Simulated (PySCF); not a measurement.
Consider acetyl anion, `C[C-]=O` ([C2H3O]-). Coordinates in Å; atoms count from 1 in this order:
```
C    -0.4211    0.1539    0.0100
C     0.7978   -0.7631    0.3641
O     1.8387   -0.4484   -0.2135
H    -0.8942    0.5111    0.9423
H    -1.1739   -0.4687   -0.5085
H    -0.1417    1.0190   -0.6372
```

Computed at PBE0-D3(BJ)/ma-def2-TZVP // PBE0-D3(BJ)/ma-def2-SVP with PySCF (density fitting, grid level 2). The prefix ma- adds one diffuse s and one diffuse p function on all atoms but H. Zero-point and thermal terms (298.15 K, 1 bar) come from unscaled PBE0-D3(BJ)/ma-def2-SVP harmonic frequencies, with soft modes damped to free rotors in the entropy.

(1) What are the vertical and the adiabatic detachment energy for forming the radical?

(2) Where does the unpaired spin of the relaxed radical sit?

(3) What oxidation potential follows in DMSO (IEF-PCM), given that Fc+/Fc comes at 4.39 V absolute with this functional and basis?

(4) How far is −ε(HOMO) from the vertical value by ΔSCF?

Answers

(1) 0.55 eV vertical and 0.24 eV adiabatic, the latter with zero-point energy.

(2) C2 (anionic carbon) 0.63, O3 (carbonyl oxygen) 0.26 (intrinsic atomic orbital populations).

(3) In the gas phase ΔG of oxidation is 0.226 eV, and solvation is -262.4 kJ/mol for the parent and -15.4 kJ/mol for the product, so the absolute potential is 2.79 V, or -1.60 V against Fc+/Fc. Fc+/Fc in DMSO, 4.39 V, is PBE0-D3(BJ)/ma-def2-TZVP on PBE0-D3(BJ)/def2-SVP structures with GFN2-xTB thermal terms. Benchmark calculations put it near 5.0 V in acetonitrile and DMSO, so it is about 0.6 V low, and the value against it can read up to that much too high. The solvent is electrostatics only, on gas-phase structures; the absolute scale refers to an electron at rest in vacuum.

(4) −ε(HOMO) = -1.13 eV, which is 1.69 eV below the ΔSCF value.

Differences come from unrounded values, so a last digit can differ from that of the printed terms.
